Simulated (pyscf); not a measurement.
PySCF, gas phase, ωB97X-D3(BJ)/def2-SVP geometries.

Question: Estimate by transition-state theory the rate constant of Cl–Ge•(GeH₃)–GeH₃ + GeH₄ -> H₃Ge–Ge•(GeH₃)–GeH₃ + HCl (doublet surface; Cl–Ge, Ge–H broken, Ge–Ge, Cl–H formed) at 600 K, with ωB97M-D3(BJ)/def2-TZVP energies (ideal gas, 1 atm, RRHO with modes under 100 cm⁻¹ raised to 100, one conformer, R ln 2 for chiral ones without a mode under 150 cm⁻¹; no tunnelling).

Answer: The electronic barrier is 41.4 kcal/mol and the thermal terms add +21.6, so ΔG‡ = 63.0 kcal/mol. With k_BT/h = 1.25e+13 s⁻¹ and RT = 1.192 kcal/mol, and a volume of 8.18e-20 cm³ per molecule at 1 atm, k = 1.2e-29 cm³ molecule⁻¹ s⁻¹. Wigner's tunnelling factor for 467i cm⁻¹ would be 1.05. A shift of 1 kcal/mol in the barrier changes k by a factor 2.3. This is the saddle that the search found; another between the same sides may lie lower. Elements up to Kr have no core potential and no relativistic terms here.
